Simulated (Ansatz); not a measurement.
# CH7BSi (charge -1): rigid scan of one bond length in Python

Aim: a rigid scan of one bond length, for CH7BSi (charge -1), run from a script.

All numbers are computed with Ansatz 0.2.0, driven from Python. Level of theory: r2SCAN0/cc-pVDZ.

**1. The structure**

Bond lengths: B1–C2 1.598 Å, C2–Si3 1.868 Å, B1–H4 1.192 Å, B1–H5 1.192 Å, C2–H6 1.110 Å, C2–H7 1.110 Å, Si3–H8 1.470 Å, Si3–H9 1.471 Å, Si3–H10 1.471 Å. Angles (14 of 15 angles, heavy atoms first): B1–C2–Si3 109.7°, B1–C2–H6 109.8°, B1–C2–H7 109.6°, Si3–C2–H6 109.4°, Si3–C2–H7 109.1°, C2–B1–H4 109.8°, C2–B1–H5 110.0°, C2–Si3–H8 109.3°, C2–Si3–H9 109.6°, C2–Si3–H10 109.6°, H6–C2–H7 109.3°, H4–B1–H5 109.3°, H8–Si3–H9 109.4°, H8–Si3–H10 109.4°.

ch7bsi.xyz, read by the script:

```xyz
10

B     1.44910    0.53970    0.21810
C     0.35800   -0.52720   -0.25620
Si   -1.34300    0.03280    0.27480
H     2.53690    0.05630    0.16370
H     1.41030    1.50290   -0.48340
H     0.38510   -0.62550   -1.36130
H     0.57650   -1.51270    0.20480
H    -2.33920   -0.95540   -0.16400
H    -1.64590    1.33560   -0.33640
H    -1.38780    0.15350    1.73980
```

**2. The code**

run_scan.py reads:

```python
import ansatz as az
import matplotlib.pyplot as plt
import numpy as np


def main() -> None:
    system = az.Crystal.molecule_from_extxyz('ch7bsi.xyz')

    symbols = [site.symbol for site in system.cartesian_sites]
    start = np.array([site.position_ang for site in system.cartesian_sites])
    axis = (start[6] - start[1]) / np.linalg.norm(start[6] - start[1])
    moving = [6]
    lengths, energies = [0.977, 1.021, 1.065, 1.11, 1.154, 1.198, 1.243, 1.309], []
    for length in lengths:
        xyz = start.copy()
        xyz[moving] += (length - np.linalg.norm(start[6] - start[1])) * axis
        point = az.Crystal.molecule()
        for symbol, place in zip(symbols, xyz):
            point = point.atom(symbol, place.tolist())
        job = point.calculation()
        job = job.basis(gaussian='cc-pVDZ')
        job = job.functional('R2SCAN0')
        job = job.charge(-1)
        job = job.spin('collinear', total=1)
        report = job.run(threads=1, pin='off').report
        energies.append(report['free_energy_ev'])
        print(f'r = {length:6.3f} A  E = {energies[-1]:.5f} eV  <S^2> = {abs(report["mean_field"]["state"]["spin_squared"]):.3f}')

    fit = np.polynomial.Polynomial.fit(lengths, np.array(energies) - min(energies), 4).convert()
    roots = [r.real for r in fit.deriv().roots() if abs(r.imag) < 1e-9 and fit.deriv(2)(r.real) > 0]
    r_e = min(roots, key=lambda r: abs(r - lengths[int(np.argmin(energies))]))
    print(f'minimum of the fit at {r_e:.4f} A, force constant {fit.deriv(2)(r_e):.2f} eV/A^2')
    plt.figure(figsize=(4.5, 3))
    plt.plot(lengths, np.array(energies) - min(energies), 'o-')
    plt.xlabel('bond length (A)')
    plt.ylabel('E - E(min) (eV)')
    plt.tight_layout()
    plt.savefig('scan.png', dpi=100)


if __name__ == '__main__':
    main()
```

**3. The input behind the calls**

The package turns the script's settings into the engine's input (first run):

```yaml
crystal:
  periodic: [false, false, false]
  atoms:
    - { symbol: B, position_ang: [1.4491, 0.5397, 0.2181] }
    - { symbol: C, position_ang: [0.358, -0.5272, -0.2562] }
    - { symbol: Si, position_ang: [-1.343, 0.0328, 0.2748] }
    - { symbol: H, position_ang: [2.5369, 0.0563, 0.1637] }
    - { symbol: H, position_ang: [1.4103, 1.5029, -0.4834] }
    - { symbol: H, position_ang: [0.3851, -0.6255, -1.3613] }
    - { symbol: H, position_ang: [0.5503682834404092, -1.394838184579054, 0.14966626391775134] }
    - { symbol: H, position_ang: [-2.3392, -0.9554, -0.164] }
    - { symbol: H, position_ang: [-1.6459, 1.3356, -0.3364] }
    - { symbol: H, position_ang: [-1.3878, 0.1535, 1.7398] }
basis:
  gaussian:
    orbitals: cc-pVDZ
hamiltonian:
  xc: r2scan0
magnetization:
  spin_polarized: true
  initial_magnetization: 1.0
total_charge: -1.0
```

**4. Launch**

Started as:

```
> python run_scan.py
```

Output:

```text
r =  0.977 A  E = -9701.15449 eV  <S^2> = 0.754
r =  1.021 A  E = -9701.35981 eV  <S^2> = 0.754
r =  1.065 A  E = -9701.46387 eV  <S^2> = 0.754
r =  1.110 A  E = -9701.48896 eV  <S^2> = 0.754
r =  1.154 A  E = -9701.45220 eV  <S^2> = 0.754
r =  1.198 A  E = -9701.36921 eV  <S^2> = 0.754
r =  1.243 A  E = -9701.24831 eV  <S^2> = 0.754
r =  1.309 A  E = -9701.02459 eV  <S^2> = 0.754
minimum of the fit at 1.1033 A, force constant 32.57 eV/A^2
```

Run time: 52 s. Hardware: 1 thread of Arm Neoverse V2, shared host; peak memory 0.33 GiB.

**5. Inputs of later runs**

The engine's inputs for some of the other runs:

Run 2, against run 1:

```diff
@@ -10 +10 @@
-    - { symbol: H, position_ang: [0.5503682834404092, -1.394838184579054, 0.14966626391775134] }
+    - { symbol: H, position_ang: [0.5590317475871626, -1.4339129851128087, 0.16794478552714848] }
```

Run 4, against run 1:

```diff
@@ -10 +10 @@
-    - { symbol: H, position_ang: [0.5503682834404092, -1.394838184579054, 0.14966626391775134] }
+    - { symbol: H, position_ang: [0.5765555727930954, -1.5129506498288128, 0.20491724969161107] }
```

Run 7, against run 1:

```diff
@@ -10 +10 @@
-    - { symbol: H, position_ang: [0.5503682834404092, -1.394838184579054, 0.14966626391775134] }
+    - { symbol: H, position_ang: [0.6027428621457818, -1.6310631150785713, 0.26016823546547074] }
```

Lines on the test bed's own set-up are left out of the output.

**6. The engine's runs**

The 8 runs, in the order started:

```csv
run,distance (Å),energy from run 4 (eV),<S²>,SCF cycles,CPU time (s)
1,0.98,0.3345,0.75,19,6.6
2,1.02,0.1292,0.75,19,6.7
3,1.06,0.0251,0.75,19,6.6
4,1.11,0.0000,0.75,19,6
5,1.15,0.0368,0.75,19,6.4
6,1.20,0.1198,0.75,19,6.1
7,1.24,0.2407,0.75,21,6.2
8,1.31,0.4644,0.75,21,6.4
```

**7. Results**

```
                        quantity     value
bond length at the fit's minimum  1.1033 Å
                   runs compared         8
                 range of energy  0.464 eV
      lowest point, distance (Å)      1.11
```

**Reading.** The lowest point, at 1.11, lies inside the range. The ends stand 0.334 and 0.464 eV above it. The distance scanned is the script's pair 1, 6. What to keep in mind:
- The rest of the molecule is held rigid at a force-field or estimated start geometry, and the basis set is modest; single-reference methods fail as a bond breaks.
- The species is open-shell (spin multiplicity 2).
- For an odd-electron ion, approximate functionals spread the charge over both fragments and lower the stretched end too much.
- Anions want diffuse functions, which this basis lacks.
